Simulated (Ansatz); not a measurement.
in.yaml

```yaml
crystal:
  periodic: [false, false, false]
  atoms:
    - {symbol: F, position_ang: [0.000000, 0.000000, 1.810100]}
    - {symbol: S, position_ang: [0.000000, 0.000000, 0.070000]}
    - {symbol: S, position_ang: [0.000000, 0.000000, -1.880100]}
basis:
  gaussian: {orbitals: cc-pVDZ}
magnetization: {spin_polarized: false, initial_magnetization: 1}
hamiltonian: {pseudopotentials: {relativity: scalar}}
correlation: {active_space: {ras: {orbitals: [9, 1, 29], electrons: 19, max_holes: 2, max_particles: 2}, fixed_orbitals: true}}
accuracy: high
```

```sh
$ ansatz run in.yaml --threads 1 --pin off --events-out ev --progress --plain --max-ram 2393MiB
```

The program prints:

```
967 factors; integrals over basis functions are off by at most 3.8e-9 eV
mean field evaluation 1: about -24388.2239 eV, gradient 3.1e1 eV
mean field evaluation 2: about -24388.2726 eV, gradient 3.1e1 eV
mean field evaluation 4: about -24390.1960 eV, gradient 4.1e0 eV
mean field evaluation 8: about -24390.2561 eV, gradient 6.0e-1 eV
mean field evaluation 16: about -24390.2621 eV, gradient 1.0e-1 eV
mean field evaluation 32: about -24389.7325 eV, gradient 9.2e0 eV
mean field evaluation 64: about -24390.2657 eV, gradient 2.5e-6 eV
mean field evaluation 96: about -24389.3352 eV, gradient 3.6e-6 eV
mean field evaluation 128: about -24387.9383 eV, gradient 1.8e1 eV
mean field evaluation 160: about -24390.2639 eV, gradient 1.3e-1 eV
mean field evaluation 192: about -24389.3352 eV, gradient 4.7e-5 eV
mean field evaluation 224: about -24390.2657 eV, gradient 8.3e-2 eV
mean field -24390.26574312 eV, -896.3257337439 hartree, gradient 2.3e-8 eV, S^2 0.750000; 14 other end points of the search recorded, 0 dependent functions left out
reference -24390.26574312 eV, -896.3257337439 hartree; 21, 20 occupied and 29, 30 virtual orbitals, 967 factors
state -24402.19080215 eV, -896.7639715801 hartree
Total energy: -24402.19080215 eV, -896.7639715801 hartree
Relativity: scalar
```

Natural occupations: 1.9917 1.9852 1.9810 1.9797 1.9782 1.9707 1.9652 1.9541 1.9425 1.0070 0.0623 0.0350 0.0142 0.0129 0.0123 0.0099 0.0090 0.0088 0.0086 0.0078 0.0065 0.0062 0.0060 0.0054.

Ran on 1 thread of Arm Neoverse V1, shared host: 18 s wall, 0.2 GiB peak host memory.
